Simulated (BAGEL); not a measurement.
**singlet [HO2]+ at 6 levels**

Aim: a comparison of 6 runs (HF/STO-3G, B3LYP/6-31G*, B3LYP/def2-TZVPPD, PBE0/def2-TZVPPD, CASPT2(12,9)/6-31G*, RI-MP2/def2-TZVPPD) of singlet [HO2]+. 

The results are computed with BAGEL 1.2.2.

2 further runs of the same task are left out: 2 set aside as unsound or not needed.

## 1. The system as given

The species is [HO2]+ (3 atoms), meant as a singlet with charge +1. As SMILES of the parent species, `[O]O`. Geometry: relaxed at GFN2-xTB. That shape belongs to the parent species and isn't relaxed for this state.

Bond lengths: O1–O2 1.302 Å, O2–H3 0.983 Å. Angles: O1–O2–H3 108.4°.

## 2. A single-point energy at HF/STO-3G (density fitting with qzvpp-jkfit) (run 1)

File job.json:

```json
{ "bagel" : [

{
  "title" : "molecule",
  "basis" : "sto-3g",
  "df_basis" : "qzvpp-jkfit",
  "angstrom" : true,
  "geometry" : [
    { "atom" : "O", "xyz" : [   -0.366460,    0.947510,   -0.094170 ] },
    { "atom" : "O", "xyz" : [   -0.239810,   -0.346560,   -0.168450 ] },
    { "atom" : "H", "xyz" : [    0.606270,   -0.600950,    0.262620 ] }
  ]
},
{
  "title" : "hf",
  "charge" : 1
},
{
  "title" : "print",
  "file" : "orbitals.molden",
  "orbitals" : true
}

]}
```

Launch:

```bash
$ BAGEL_NUM_THREADS=1 BAGEL job.json > job.out
```

What it wrote:

```text
* using 1 threads per process

  ===============================================================
  ===============================================================

  *** Geometry ***

  { "atom" : "O", "xyz" : [     -0.692509,      1.790534,     -0.177956 ] },
  { "atom" : "O", "xyz" : [     -0.453175,     -0.654903,     -0.318324 ] },
  { "atom" : "H", "xyz" : [      1.145684,     -1.135631,      0.496280 ] },

  Number of auxiliary basis functions:      172

  Since a DF basis is specified, we compute 2- and 3-index integrals:
    o Being stored without compression. Storage requirement is 0.000 GB

  Number of basis functions:       11
  Number of electrons      :       17

    * METHOD: MOLECULE                             0.02

  *** RHF ***

  === Nuclear Repulsion ===
    32.5829639678

      * DIIS with orbital gradients will be used.

  === RHF iteration (sto-3g) ===
      0       -147.75012473          0.05011704           0.00
      1       -147.77352585          0.04127462           0.00
      2       -147.80978606          0.00413886           0.00
      3       -147.81109616          0.00248996           0.00
      4       -147.81182484          0.00081964           0.00
      5       -147.81193301          0.00015873           0.00
      6       -147.81193641          0.00003996           0.00
      7       -147.81193660          0.00000858           0.00
      8       -147.81193661          0.00000336           0.00
      9       -147.81193661          0.00000080           0.00
     10       -147.81193661          0.00000015           0.00
     11       -147.81193661          0.00000009           0.00
     12       -147.81193661          0.00000002           0.00
     13       -147.81193661          0.00000001           0.00
    * SCF iteration converged.

    * Permanent dipole moment:
           (   -0.754045,     0.252723,    -0.381305) a.u.

    * METHOD: HF                                   0.03

    * METHOD: PRINT                                0.00

  ===============================================================
```

Wall time 0.2 s (1 thread of Arm Neoverse V2, shared host).

## 3. A single-point energy at B3LYP/6-31G(d) (density fitting with qzvpp-jkfit, spherical functions) (run 2)

File input.json:

```json
{ "bagel": [

{
  "title": "molecule",
  "basis": "6-31gs.json",
  "df_basis": "qzvpp-jkfit",
  "angstrom": true,
  "geometry": [
    { "atom": "O", "xyz": [   -0.366460,    0.947510,   -0.094170 ] },
    { "atom": "O", "xyz": [   -0.239810,   -0.346560,   -0.168450 ] },
    { "atom": "H", "xyz": [    0.606270,   -0.600950,    0.262620 ] }
  ]
},
{
  "title": "ks",
  "xc_func": "b3lyp",
  "charge": 1
},
{
  "title": "print",
  "file": "orbitals.molden",
  "orbitals": true
}

]}
```

The basis set 6-31G* is read from a file made from the Basis Set Exchange's data (not shown).

Launch:

```bash
$ BAGEL_NUM_THREADS=1 BAGEL input.json > input.out
```

What it wrote:

```text
* using 1 threads per process

  ===============================================================
  ===============================================================

  *** Geometry ***

  { "atom" : "O", "xyz" : [     -0.692509,      1.790534,     -0.177956 ] },
  { "atom" : "O", "xyz" : [     -0.453175,     -0.654903,     -0.318324 ] },
  { "atom" : "H", "xyz" : [      1.145684,     -1.135631,      0.496280 ] },

  Number of auxiliary basis functions:      172

  Since a DF basis is specified, we compute 2- and 3-index integrals:
    o Being stored without compression. Storage requirement is 0.001 GB

  Number of basis functions:       30
  Number of electrons      :       17

    * METHOD: MOLECULE                             0.02

  *** Kohn-Sham DFT ***

    * Removing 3493 points whose weight is below 1.00e-10
    * Grid points: 41225

  === Nuclear Repulsion ===
    32.5829639678

       - DIIS with orbital gradients will be used.

  === KS iteration (b3lyp / 6-31gs.json) ===
      0       -142.02894331          0.23015089           0.04
      1       -143.30642922          0.27440255           0.03
      2       -143.65114891          0.22489928           0.03
      3       -147.77786511          0.17809908           0.03
      4       -150.43442056          0.01362108           0.03
      5       -150.44437117          0.00844730           0.03
      6       -150.44606372          0.00671961           0.03
      7       -150.44605667          0.00681738           0.03
      8       -150.44766643          0.00371548           0.03
      9       -150.44834923          0.00013680           0.03
     10       -150.44835084          0.00001963           0.03
     11       -150.44835087          0.00000427           0.03
     12       -150.44835087          0.00000122           0.03
     13       -150.44835087          0.00000035           0.03
     14       -150.44835087          0.00000014           0.03
     15       -150.44835087          0.00000010           0.03
     16       -150.44835087          0.00000004           0.03
     17       -150.44835087          0.00000001           0.03
     18       -150.44835087          0.00000000           0.03
    * SCF iteration converged.

    * Permanent dipole moment:
           (   -0.746901,     0.517158,    -0.348205) a.u.

    * METHOD: KS                                   0.61

    * METHOD: PRINT                                0.00

  ===============================================================
```

Wall time 0.78 s (1 thread of Arm Neoverse V2, shared host); peak memory 0.091 GiB.

Runs 3 to 5 aren't shown in full; the table further down has their settings and results.

## 4. A single-point energy at RI-MP2/def2-TZVPPD (density fitting with qzvpp-jkfit) (run 6)

File input.json:

```json
{ "bagel": [

{
  "title": "molecule",
  "basis": "def2-tzvppd.json",
  "df_basis": "qzvpp-jkfit",
  "angstrom": "true",
  "geometry": [
    { "atom": "O", "xyz": [   -0.366460,    0.947510,   -0.094170 ] },
    { "atom": "O", "xyz": [   -0.239810,   -0.346560,   -0.168450 ] },
    { "atom": "H", "xyz": [    0.606270,   -0.600950,    0.262620 ] }
  ]
},
{
  "title": "hf",
  "charge": 1
},
{
  "title": "mp2",
  "charge": 1,
  "ncore": 2
}

]}
```

The basis set def2-TZVPPD is read from a file made from the Basis Set Exchange's data (not shown).

Launch:

```bash
$ BAGEL_NUM_THREADS=1 BAGEL input.json > input.out
```

What it wrote:

```text
* using 1 threads per process

  ===============================================================
  ===============================================================

  *** Geometry ***

  { "atom" : "O", "xyz" : [     -0.692509,      1.790534,     -0.177956 ] },
  { "atom" : "O", "xyz" : [     -0.453175,     -0.654903,     -0.318324 ] },
  { "atom" : "H", "xyz" : [      1.145684,     -1.135631,      0.496280 ] },

  Number of auxiliary basis functions:      172

  Since a DF basis is specified, we compute 2- and 3-index integrals:
    o Being stored without compression. Storage requirement is 0.013 GB

  Number of basis functions:       97
  Number of electrons      :       17

    * METHOD: MOLECULE                             0.04

  *** RHF ***

  === Nuclear Repulsion ===
    32.5829639678

      * DIIS with orbital gradients will be used.

  === RHF iteration (def2-tzvppd.json) ===
      0       -149.72457681          0.01321812           0.01
      1       -149.76955733          0.00624903           0.01
      2       -149.77601037          0.00395243           0.01
      3       -149.77951918          0.00083840           0.01
      4       -149.78004242          0.00056024           0.01
      5       -149.78039550          0.00028353           0.01
      6       -149.78054017          0.00007462           0.01
      7       -149.78054915          0.00001984           0.01
      8       -149.78054949          0.00000642           0.01
      9       -149.78054953          0.00000242           0.01
     10       -149.78054953          0.00000170           0.01
     11       -149.78054953          0.00000040           0.01
     12       -149.78054953          0.00000011           0.01
     13       -149.78054953          0.00000004           0.01
     14       -149.78054953          0.00000002           0.01
     15       -149.78054953          0.00000001           0.01
     16       -149.78054953          0.00000000           0.01
    * SCF iteration converged.

    * Permanent dipole moment:
           (   -0.710335,     0.346452,    -0.347224) a.u.

    * METHOD: HF                                   0.20

  *** RHF ***

  === Nuclear Repulsion ===
    32.5829639678

      * DIIS with orbital gradients will be used.

  === RHF iteration (def2-tzvppd.json) ===
      0       -149.78054953          0.00000000           0.01
    * SCF iteration converged.

    * Permanent dipole moment:
           (   -0.710335,     0.346452,    -0.347224) a.u.

  === DF-MP2 calculation ===

    * freezing 2 orbitals
    * 3-index integral transformation done
    * assembly done

      MP2 correlation energy:   -0.4827510312      0.01

      MP2 total energy:       -150.2633005628

    * METHOD: MP2                                  0.03

  ===============================================================
```

Run time: 0.42 s. Hardware: 1 thread of Arm Neoverse V2, shared host.

## 5. The series

| run | level | iteration cap | active rule | energy (Eh) | HOMO energy (eV) | LUMO energy (eV) | HOMO–LUMO gap (eV) | wall time |
| --- | --- | --- | --- | --- | --- | --- | --- | --- |
| 1 | HF/STO-3G (density fitting with qzvpp-jkfit) | – | – | -147.811937 | -24.26 | -9.04 | 15.22 | 0.2 s |
| 2 | B3LYP/6-31G* (density fitting with qzvpp-jkfit, spherical functions) | – | – | -150.448351 | -19.42 | -16.36 | 3.06 | 0.78 s |
| 3 | B3LYP/def2-TZVPPD (density fitting with qzvpp-jkfit) | – | – | -150.523472 | -19.41 | -16.33 | 3.08 | 1.9 s |
| 4 | PBE0/def2-TZVPPD (density fitting with qzvpp-jkfit) | – | – | -150.365035 | -19.68 | -15.95 | 3.73 | 1.9 s |
| 5 | CASPT2(12,9)/6-31G* (density fitting with qzvpp-jkfit, spherical functions) | 200 | valence | -150.088449 | – | – | – | 5.7 s |
| 6 | RI-MP2/def2-TZVPPD (density fitting with qzvpp-jkfit) | – | – | -150.263301 | – | – | – | 0.42 s |

## 6. Outcome

| quantity | value |
| --- | --- |
| run 6: total energy | -150.26330 Eh |
| run 6: correlation energy (2 core orbitals frozen) | -482.8 mEh |

In words: Over runs 1, 2, 3, 4 the HOMO–LUMO gap runs from 3.06 eV (B3LYP/6-31G*) to 15.22 eV (HF/STO-3G). The two ends differ in method and basis. Totals of different functionals can't be ranked against each other. In run 1 the basis is minimal, so the values are rough. All runs together took 11 s, the longest 5.7 s.
